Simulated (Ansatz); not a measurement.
`COC(C)(O)F` and `COC(C)F` differ in one atom or group.

Ansatz, PBE0-D4/def2-TZVP geometries, multiplicity 1. Each molecule was computed in one conformer, which needn't be the lowest.

| property | `COC(C)(O)F` |
| --- | --- |
| HOMO energy (B3LYP/def2-TZVPP) / eV | -7.97 |
| size of the dipole moment (PBE/def2-TZVPP) / D | 1.96 |
| HOMO–LUMO gap (ωB97M-V/def2-TZVPP) / eV | 13.15 |
| LUMO energy (PBE/def2-TZVPP) / eV | 0.28 |
| size of the dipole moment (ωB97M-V/def2-TZVPP) / D | 2.11 |
| LUMO energy (PBE0/def2-TZVPP) / eV | 1.11 |

Question: What does the change do to each property? (Best estimate.)

Answer: Ansatz gave: 
| property | `COC(C)F` | shift |
| --- | --- | --- |
| HOMO energy (B3LYP/def2-TZVPP) / eV | -8.06 | -0.09 |
| size of the dipole moment (PBE/def2-TZVPP) / D | 1.43 | -0.53 |
| HOMO–LUMO gap (ωB97M-V/def2-TZVPP) / eV | 13.70 | 0.55 |
| LUMO energy (PBE/def2-TZVPP) / eV | 0.69 | 0.41 |
| size of the dipole moment (ωB97M-V/def2-TZVPP) / D | 1.54 | -0.57 |
| LUMO energy (PBE0/def2-TZVPP) / eV | 1.52 | 0.41 |

With PBE0 the HOMO falls by 0.09 eV and the LUMO rises by 0.41 eV, so the gap widens by about 0.50 eV. PBE moves the HOMO by -0.14 eV and ωB97M-V by -0.09 eV. Dipoles are sizes alone; their direction can turn.

B3LYP here is the variant with VWN-RPA as its local correlation; programs differ in this.
